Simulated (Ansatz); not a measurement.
A calculation with Ansatz (development build ahead of 0.2.0).

```yaml
crystal:
  periodic: [false, false, false]
  atoms:
    - { symbol: Al, position_ang: [0.0, 0.0, -1.2204] }
    - { symbol: P, position_ang: [0.0, 0.0, 1.2204] }
basis:
  gaussian: { orbitals: "6-31G" }
magnetization:
  initial_magnetization: 2
hamiltonian:
  xc: hf
correlation:
  method: bccd_t
  frozen_orbitals: { Al: 5, P: 5 }
```

The input is written out in the form of the current development build from the run's settings. Correlation on restricted open-shell orbitals is semicanonical, with singles.

Results

| Item | Value |
| --- | --- |
| Converged | yes |
| Reference energy (starting determinant) | -582.55976 hartree |
| Correlation energy | -0.07226 hartree |
| Total energy | -582.63202 hartree |
